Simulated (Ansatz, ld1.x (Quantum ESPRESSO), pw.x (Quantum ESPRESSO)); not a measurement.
pw.x on fcc H: one setting changed

Potential: PAW, ld1.x (Quantum ESPRESSO) 7.5, PBEsol; core none, reference 1s1; waves: 1s (bound): rcut 1.05, rcutus 1.45 bohr; 1s channel at 0.65 Ry: rcut 1.05, rcutus 1.45 bohr; 2p channel at 0.4 Ry: rcut 1.45, rcutus 1.55 bohr; 2p channel at 3.1 Ry: rcut 1.45, rcutus 1.55 bohr; local part: all-electron potential smoothed inside 1.35 bohr (lloc = -2); core correction: none; augmentation: PSQ, inside the norm-conserving radii.

The reference run (k-mesh 18³, cutoffs 40/420 Ry, Fermi–Dirac 0.01 Ry, mixing_beta 0.4, conv_thr 1e-9, no spin) gives 0.59 GPa at 2.917 Å³/atom, where all-electron LAPW gives -0.10 GPa. This run, with its own iteration cap, changes mixing_beta to 0.9.

```
&control
  calculation='scf', prefix='x', pseudo_dir='./', outdir='./tmp', tstress=.true., disk_io='none'
/
&system
  ibrav=0, nat=1, ntyp=1, ecutwfc=40, ecutrho=420, nbnd=7,
  occupations='smearing', smearing='fd', degauss=0.01
/
&electrons
  conv_thr=1e-09, mixing_beta=0.9, electron_maxstep=50
/
ATOMIC_SPECIES
H 1.0 H.UPF
CELL_PARAMETERS angstrom
  0.00000000 1.13405855 1.13405855
  1.13405855 0.00000000 1.13405855
  1.13405855 1.13405855 0.00000000
ATOMIC_POSITIONS crystal
H 0.0000 0.0000 0.0000
K_POINTS automatic
18 18 18 0 0 0
```

```bash
pw.x < H.scf.in > H.scf.out
```

Problem. How does the run end?

Solution. It converges in 3 iterations; the free energy moves by +0.0 meV/atom and the pressure by +0.00 GPa. The result is that of the reference run.

```
Message from routine setup:
     using ibrav=0 with symmetry is DISCOURAGED, use correct ibrav instead
     lattice parameter (alat)  =       3.0307  a.u.
     unit-cell volume          =      19.6849 (a.u.)^3
     number of electrons       =         1.00
     number of Kohn-Sham states=            7
     kinetic-energy cutoff     =      40.0000  Ry
     charge density cutoff     =     420.0000  Ry
     scf convergence threshold =      1.0E-09
     Exchange-correlation= SLA  PW   PSX  PSC
     number of k points=   195  Fermi-Dirac smearing, width (Ry)=  0.0100
     iteration #  1     ecut=    40.00 Ry     beta= 0.90
     total energy              =      -1.07138270 Ry
     estimated scf accuracy    <       0.00000905 Ry
     iteration #  2     ecut=    40.00 Ry     beta= 0.90
     total energy              =      -1.07138380 Ry
     estimated scf accuracy    <       0.00000011 Ry
     iteration #  3     ecut=    40.00 Ry     beta= 0.90
     the Fermi energy is     4.0461 ev
!    total energy              =      -1.07138380 Ry
     estimated scf accuracy    <          1.6E-11 Ry
     smearing contrib. (-TS)   =      -0.00044623 Ry
     convergence has been achieved in   3 iterations
          total   stress  (Ry/bohr**3)                   (kbar)     P=        5.88
     Message from routine punch:
     Nothing written, as per user request (disk_io='none')
```

The run took about 1.3 s on one core of a shared host (Neoverse-V1, 64 threads, 503 GiB, load 26).
